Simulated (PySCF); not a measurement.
Species: nitrogen trifluoride, NF3.
Bonds: F1–N2, N2–F3, N2–F4.

Method: PBE0-D3(BJ)/def2-SVP geometry optimisation, gas phase in PySCF 2.14.0; density fitting, grid level 1; the optimiser is geomeTRIC in internal coordinates, started from a GFN2-xTB structure with every atom displaced at random (about 0.01 Å).

Step 0: E = -9618.1736 eV
```
atom  x, y, z in Å  |  force x, y, z in eV/Å
F1     -0.5184    1.0795   -0.1493   -0.140   0.256  -0.312
N2     -0.0044   -0.0024    0.4254    0.738  -0.578   0.111
F3     -0.7027   -1.0228   -0.1586    0.600   0.466  -0.005
F4      1.2634   -0.0798   -0.1506   -1.199  -0.144   0.207
```

Problem. Estimate the geometry and energy of step 1. (The exact step hangs on the optimiser's Hessian estimate; all steps are aligned on step 0, rigid shifts and turns removed.)

Solution. E = -9618.1890 eV, largest force 1.258 eV/Å
```
atom  x, y, z in Å  |  force x, y, z in eV/Å
F1     -0.5144    1.0748   -0.1577   -0.306   0.584   0.087
N2     -0.0037    0.0037    0.4549    0.560  -0.547  -0.985
F3     -0.6588   -1.0037   -0.1700   -0.345  -0.203   0.382
F4      1.2148   -0.1001   -0.1602    0.091   0.166   0.516
```

The energy changes by -0.0153 eV. The first-order estimate −F·Δx gives -0.0956 eV and the mean of the old and new forces, exact on a quadratic surface, -0.0114 eV. The step makes an angle of 47° with the force vector and moves no atom by more than 0.054 Å.

The cost below is that of the whole optimisation. Time: 4.2 s wall; peak memory 0.27 GiB. Hardware: one thread of an Arm Neoverse V2, on a shared host.
